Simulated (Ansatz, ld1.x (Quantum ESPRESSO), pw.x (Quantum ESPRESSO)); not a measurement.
Which B potential is closest to all-electron in the diamond crystal?

All use LDA (PW92), scalar-relativistic, no spin, cutoffs from each file’s atomic test, pw.x 7.5; 11³ k-points, Fermi–Dirac smearing 0.01 Ry. Δ is the rms difference from all-electron LAPW of the E(V) curves that follow from fits to the pressures, over ±6 % in volume. Mesh and smearing are coarse and serve the comparison alone. The files are a selection: those with a ghost or negative overlap were mostly not run, and those with noisy or unconverged pressures or nearly equal Δ are left out.

All-electron: a0 = 4.003 Å (V0 = 8.02 Å³/atom), B0 = 189.6 GPa.

Problem. Rank them by Δ, smallest first.
A. ultrasoft, ld1.x (Quantum ESPRESSO) 7.5, LDA (PW92); core [He], reference 2s2 2p1; waves: 2s (bound): rcut 1.30, rcutus 1.50 bohr; 2s channel at -0.1 Ry: rcut 1.30, rcutus 1.50 bohr; 2p (bound): rcut 1.55, rcutus 1.95 bohr; 2p channel at 0.4 Ry: rcut 1.55, rcutus 1.95 bohr; 3d channel at -0.1 Ry: rcut 1.50, rcutus 1.90 bohr; 3d channel at 2.5 Ry: rcut 1.50, rcutus 1.90 bohr; local part: all-electron potential smoothed inside 1.55 bohr (lloc = -1); core correction: a·sin(br)/r model core inside 1.45 bohr; augmentation: built from norm-conserving waves at rcut, not smoothed further.
B. PAW, ld1.x (Quantum ESPRESSO) 7.5, LDA (PW92); core [He], reference 2s2 2p1; waves: 2s (bound): rcut 1.10, rcutus 1.45 bohr; 2s channel at 0.3 Ry: rcut 1.10, rcutus 1.45 bohr; 2p (bound): rcut 2.00, rcutus 2.40 bohr; 2p channel at 2.6 Ry: rcut 2.00, rcutus 2.40 bohr; 3d channel at 0.4 Ry: rcut 1.65, rcutus 1.95 bohr; 3d channel at 1.55 Ry: rcut 1.65, rcutus 1.95 bohr; local part: all-electron potential smoothed inside 2.25 bohr (lloc = -1); core correction: a·sin(br)/r model core inside 1.05 bohr; augmentation: BESSEL, radius 0.90 bohr.
C. norm-conserving RRKJ (Kleinman–Bylander form), ld1.x (Quantum ESPRESSO) 7.5, LDA (PW92); core [He], reference 2s2 2p1; waves: 2p (bound): rc 2.00 bohr; 3d channel at 0.4 Ry: rc 1.85 bohr; 2s (bound): rc 1.25 bohr; local part: the s channel; core correction: none; rho0 0.02.

Solution. B (2.2 meV/atom), A (3.5 meV/atom), C (6.4 meV/atom).
